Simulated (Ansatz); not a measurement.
Energy needed to pull apart C2H3O (SMILES [CH2]C=O), doublet, into free ground-state atoms, from the structure below (displaced at random from a GFN2-xTB minimum); no zero-point or spin–orbit terms; open-shell atoms are treated unrestricted, in their ground-state multiplicity.

C1  (-0.475, 0.192, -0.450)
C2  (0.486, -0.208, 0.405)
O3  (0.213, -1.090, 1.281)
H4  (-1.495, -0.160, -0.451)
H5  (-0.242, 0.951, -1.209)
H6  (1.516, 0.244, 0.383)
(Å)

Computed with Ansatz 0.2.0 (basis: def2-TZVPP); correlated methods freeze the cores; orbitals are unrestricted. B3LYP uses VWN-RPA correlation.

```csv
method,atomization energy (kJ/mol)
PBE-D4,2488
r2SCAN-D4,2420
PBE0-D4,2415
B3LYP-D4,?
r2SCANh-D4,2397
wB97M-V,?
HF,1727
MP2,2329
CCSD,2279
CCSD(T),2319
```

What does wB97M-V give? (An estimate is asked for; the value comes from the calculation.)

Computed: 2397 kJ/mol, which is about 78 kJ/mol more than CCSD(T)/def2-TZVPP.

What does B3LYP-D4 give? (To be estimated.)

Computed: 2406 kJ/mol, which is about 87 kJ/mol more than CCSD(T)/def2-TZVPP.

In triple zeta the MP2 and coupled-cluster atomization energies are still short of their basis limit by a few kcal/mol a bond, whereas those of the functionals are nearly converged, so these differences are not deviations from converged CCSD(T).

T1 diagnostic: at most 0.035. ⟨S²⟩ of the unrestricted Hartree–Fock references: 0.95 (a pure state has 0.75). The unrestricted reference is spin-contaminated, which hurts MP2 most.

For scale, one of the runs: CCSD(T)/def2-TZVPP forces, 135 basis functions (an equivalent command: `ansatz run in.yaml --threads 4`). Time: 110 s of wall clock on 4 CPU threads; the host was shared. Peak host memory: 3.2 GiB.
